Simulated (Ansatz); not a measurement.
# FO (charge -1): a polarisability from point charges

Computed with Ansatz 0.2.0, Python API.

Input file `fo.xyz`:
```text
2

O     0.00000    0.00000    0.00000
F     0.00000    0.00000    1.31500
```

`field_fo.py`
```python
"""Response of FO(-) to a pair of distant point charges."""

import ansatz as az
import numpy as np


def main() -> None:
    mol = az.Crystal.molecule_from_extxyz("fo.xyz")

    job = (
        mol.calculation()
        .basis(gaussian="def2-SVP")
        .functional("hf")
        .charge(-1)
        .forces()
    )
    # charges +q and -q at -R and +R make a nearly even field 2 k q / R^2 at the centre
    centre = np.mean([site.position_ang for site in mol.cartesian_sites], axis=0)
    field = 2 * 14.399645 * 2.0 / 40.0 ** 2


    def dipole(axis, sign):
        arm = 40.0 * np.eye(3)[axis]
        pair = [{"charge": sign * 2.0, "position_ang": (centre - arm).tolist()}, {"charge": -sign * 2.0, "position_ang": (centre + arm).tolist()}]
        deck = job.input().set(az.key.basis.gaussian.point_charges, pair)
        return np.array(az.Session.from_dict(deck).plan().execute().report["charge_distribution"]["dipole_moment_e_ang"])


    print(f"field {field:.4f} V/A")
    alpha = np.array([(dipole(axis, 1) - dipole(axis, -1)) / (2 * field) * 14.399645 for axis in range(3)])
    print("polarisability tensor (A^3)")
    print(np.array2string(alpha, precision=3, suppress_small=True))
    print(f"mean {np.trace(alpha) / 3:.3f} A^3 = {np.trace(alpha) / 3 / 0.14818471:.2f} bohr^3")


if __name__ == "__main__":
    main()
```

```console
$ python field_fo.py
field 0.0360 V/A
polarisability tensor (A^3)
[[ 0.42  -0.     0.   ]
 [-0.     0.42   0.   ]
 [ 0.    -0.     1.362]]
mean 0.734 A^3 = 4.95 bohr^3
```

Reading the output:
- The geometry is a force-field or estimated start, not a minimum of this method, and the basis set is short of its limit. The field of two point charges is only nearly even.
- Without diffuse functions polarisabilities are unreliable, as a rule too low, and they change with the bond lengths of this unrelaxed start.
- The spin state was assumed, and another may lie lower.
- Anions want diffuse functions, which this basis lacks.
- It ran for 1 s on 1 thread of Arm Neoverse V1 (shared host), peak memory 0.14 GiB.
